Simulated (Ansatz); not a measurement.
One change: `[AlH2][SiH2]P` becomes `[AlH2][SiH3]`.

Ansatz, PBE0-D4/def2-TZVP geometries, multiplicity 1. Each molecule was computed in one conformer, which needn't be the lowest.

```json
{"property": "LUMO energy (PBE/def2-TZVPP) / eV", "`[AlH2][SiH2]P`": "-2.95"}
{"property": "HOMO energy (PBE/def2-TZVPP) / eV", "`[AlH2][SiH2]P`": "-6.38"}
{"property": "LUMO energy (ωB97M-V/def2-TZVPP) / eV", "`[AlH2][SiH2]P`": "-0.58"}
{"property": "HOMO energy (B3LYP/def2-TZVPP) / eV", "`[AlH2][SiH2]P`": "-7.20"}
{"property": "LUMO energy (B3LYP/def2-TZVPP) / eV", "`[AlH2][SiH2]P`": "-2.39"}
{"property": "HOMO–LUMO gap (PBE0/def2-TZVPP) / eV", "`[AlH2][SiH2]P`": "5.22"}
```

Question: What does the change do to each property? (Estimate.)

Answer: The calculation gave: 
| property | `[AlH2][SiH3]` | shift |
| --- | --- | --- |
| LUMO energy (PBE/def2-TZVPP) / eV | -2.88 | 0.07 |
| HOMO energy (PBE/def2-TZVPP) / eV | -6.55 | -0.17 |
| LUMO energy (ωB97M-V/def2-TZVPP) / eV | -0.48 | 0.10 |
| HOMO energy (B3LYP/def2-TZVPP) / eV | -7.42 | -0.22 |
| LUMO energy (B3LYP/def2-TZVPP) / eV | -2.31 | 0.08 |
| HOMO–LUMO gap (PBE0/def2-TZVPP) / eV | 5.50 | 0.28 |

With PBE0 the HOMO falls by 0.20 eV and the LUMO rises by 0.08 eV, so the gap widens by about 0.28 eV. PBE moves the HOMO by -0.17 eV and ωB97M-V by -0.21 eV.

B3LYP here is the variant with VWN-RPA as its local correlation; programs differ in this.
